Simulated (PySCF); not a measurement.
Species: C3H4N2S.
Atom-mapped SMILES: `[NH2:1][c:2]1[cH:3][s:4][cH:5][n:6]1` (hydrogens: H7, H8 on N1; H9 on C3; H10 on C5)

Method: BHandHLYP/def2-SVP geometry optimisation, gas phase in PySCF.

List the bond lengths and angles at this level.

```json
{"bond": "N1–C2", "length (pm)": "137.6"}
{"bond": "C2–C3", "length (pm)": "136.7"}
{"bond": "C3–S4", "length (pm)": "172.3"}
{"bond": "S4–C5", "length (pm)": "171.4"}
{"bond": "C5–N6", "length (pm)": "128.7"}
{"bond": "C2–N6", "length (pm)": "136.7"}
{"bond": "N1–H7, N1–H8", "length (pm)": "100.5"}
{"bond": "C3–H9", "length (pm)": "107.9"}
{"bond": "C5–H10", "length (pm)": "108.4"}
```

Bonds in one row agree within 1 pm and their mean is given. A selection of angles:
```json
{"angle": "C2–N1–H7", "degrees": "113.5"}
{"angle": "C2–N1–H8", "degrees": "116.3"}
{"angle": "H7–N1–H8", "degrees": "113.6"}
{"angle": "N1–C2–C3", "degrees": "127.4"}
{"angle": "N1–C2–N6", "degrees": "117.7"}
{"angle": "C3–C2–N6", "degrees": "114.9"}
{"angle": "C2–C3–S4", "degrees": "109.5"}
{"angle": "C2–C3–H9", "degrees": "128.5"}
{"angle": "S4–C3–H9", "degrees": "122.0"}
{"angle": "C3–S4–C5", "degrees": "89.0"}
{"angle": "S4–C5–N6", "degrees": "115.4"}
{"angle": "S4–C5–H10", "degrees": "121.0"}
{"angle": "N6–C5–H10", "degrees": "123.6"}
{"angle": "C2–N6–C5", "degrees": "111.2"}
```

S4 (thiophene-type sulfur) is bent (angle 89.0°). The C–N distances run from 1.287 Å (C5–N6, aromatic) to 1.376 Å (N1–C2, drawn single), a spread of 0.089 Å. N6 (pyridine-type nitrogen) is bent (angle 111.2°). The 5-membered ring C2–C3–S4–C5–N6 has internal angles of 89.0° to 115.4° (sum 540°, against 540° for a flat polygon); it is planar, 0.00 Å rms from its mean plane, widest ring torsion 0°. N1 (aniline-type nitrogen) is pyramidal (angles 116.3°, 113.6° and 113.5°, sum 343.4°, 0.26 Å off the plane of its three neighbours). The 6 heavy atoms lie in one plane (0.013 Å rms).

Point group: near Cs, missed by 0.36 Å at most; the miss may be what the optimiser left on a soft mode. Whether it is a minimum is left open (no frequencies).
